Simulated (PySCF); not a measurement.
# Computed data sheet: `CCC(C)(F)F` (CH3CH2CF2CH3)

Species: CH3CH2CF2CH3, C4H8F2.
Cartesian coordinates in Å at the PBE0-D3(BJ)/def2-SVP level; atoms count from 1:
```
atom  x, y, z in Å
C1     1.9186   -0.2869    0.1289
C2     0.4400   -0.5801    0.3141
C3    -0.4552    0.4953   -0.2685
C4    -1.9356    0.2603   -0.1131
F5    -0.1735    0.6351   -1.5981
F6    -0.1401    1.6935    0.3075
H7     2.5341   -1.0833    0.5710
H8     2.1709   -0.2101   -0.9382
H9     2.1907    0.6638    0.6091
H10    0.1665   -1.5345   -0.1633
H11    0.1905   -0.6759    1.3829
H12   -2.2266   -0.6769   -0.6061
H13   -2.2029    0.2048    0.9506
H14   -2.4803    1.0937   -0.5771
```

From PBE0-D3(BJ)/def2-SVP geometry optimisation, gas phase (PySCF):

```yaml
Point_group: Cs
Rotational_constants_A_B_C: 5.023, 2.687, 2.676 GHz
```

From PBE0/def2-SVPD ground state, ΔSCF and vertical TDDFT (core frozen in the response) (PySCF):

```yaml
Dipole_moment: 2.27 D
HOMO_energy: -9.34 eV
LUMO_energy: 0.64 eV
HOMO–LUMO_gap: 9.98 eV
Lowest_singlet_excitation: 8.80 eV (141 nm, f = 0.002)
Strongest_line_among_the_10_lowest_singlet_transitions: S10 at 10.44 eV (119 nm, f = 0.113)
Lowest_triplet_excitation_Tamm–Dancoff: 8.64 eV
Static_isotropic_polarisability: 52.2 au
Vertical_ionisation_energy: 11.46 eV
Electronic_spatial_extent_⟨r²⟩_about_the_centre_of_nuclear_charge: 584 bohr²
```

From KT2/pcSseg-2 ground state and GIAO shieldings, non-relativistic (PySCF):

```yaml
13C_chemical_shifts_computed_TMS_as_zero_by_class: 129.4 (C3), 35.8 (C2), 25.7 (C4), 6.7 (C1) ppm
1H_chemical_shifts_computed_TMS_as_zero_by_class: 1.75 (H10/H11), 1.41 (H12/H13/H14), 1.05 (H7/H8/H9) ppm
Isotropic_shieldings_of_nuclei_other_than_C_and_H_by_class: 277 (F5/F6) ppm
```

**B3LYP/pcJ-1 indirect spin-spin coupling, non-relativistic, gas phase; spin–dipole term left out for some pairs (PySCF)**

```yaml
Largest_of_the_computed_one-bond_spin–spin_couplings_means_over_like_bonds: 19F–13C -293.8 (F5–C3 and 1 like it), 13C–1H +134.9 (C4–H12 and 2 like it), 13C–1H +134.7 (C1–H7 and 2 like it), 13C–1H +131.4 (C2–H10 and 1 like it), 13C–13C +50.9 (C3–C4), 13C–13C +49.0 (C2–C3), 13C–13C +37.2 (C1–C2) Hz
```

delta-SCF UKS SCAN, pcX-2 on the ionised atom, pcseg-1 elsewhere, spin-free X2C (PySCF):

```yaml
Core_binding_energies: C1s 290.8 (C1), C1s 291.1 (C2), C1s 291.2 (C4), C1s 295.3 (C3), F1s 692.7 (F5/F6) eV
```

Monoisotopic mass (most abundant isotopes): 94.0594 u.

The ΔSCF ionisation energy exceeds −ε(HOMO) by 2.12 eV with PBE0. The polarisability is 7.74 Å³ as a volume (1 au = 0.148185 Å³), or 1.04 au for each of the 50 electrons. The vertical singlet–triplet gap S1 − T1 is 0.16 eV (TDDFT singlet less Tamm–Dancoff triplet; S1: HOMO→LUMO, weight 0.99; T1: HOMO→LUMO, weight 0.96). The rotational constants make it an asymmetric top with κ = (2B − A − C)/(A − C) = -0.99, nearer the prolate limit (−1). The principal polarisabilities are 48.3, 49.5 and 58.7 au; their mean is the isotropic value. S1 lies 1.18 eV below the HOMO–LUMO gap; its leading configuration is HOMO→LUMO, weight 0.99.

 NMR classes are plain means over equivalent atoms (diastereotopic ones count apart unless rotation or inversion swaps them), as if these changed places fast; in this geometry the members of some classes differ.

One conformer stands for the species.
